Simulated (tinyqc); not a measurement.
Pariser-Parr-Pople SCF with singles CI, for the molecule C=C([CH2-])O (SMILES; centres numbered as the heavy atoms are written), step by step. One step of it, computed by the program tinyqc.

Task: Iteration 2: orbitals and new P. Diagonalise F (the basis is taken as orthonormal) and form P = 2 sum c c over the lowest orbitals.

F (eV), lower triangle:
```
,1C,2C,3C,4O
1C,-0.831593
2C,-4.179671,-0.347077
3C,0.876657,-4.179671,-0.831593
4O,0.473414,-3.254471,0.473414,-7.795021
```

pi electrons, sum of z_r less the charge = 6

Give: orbital energies; P after iteration 2.

Result:

orbital energies (eV): -9.3588  -5.0463  -1.7083  6.3080

P after iteration 2, lower triangle:
```
,1C,2C,3C,4O
1C,1.5319
2C,0.6801,1.0120
3C,-0.4681,0.6801,1.5319
4O,-0.1884,0.2737,-0.1884,1.9242
```
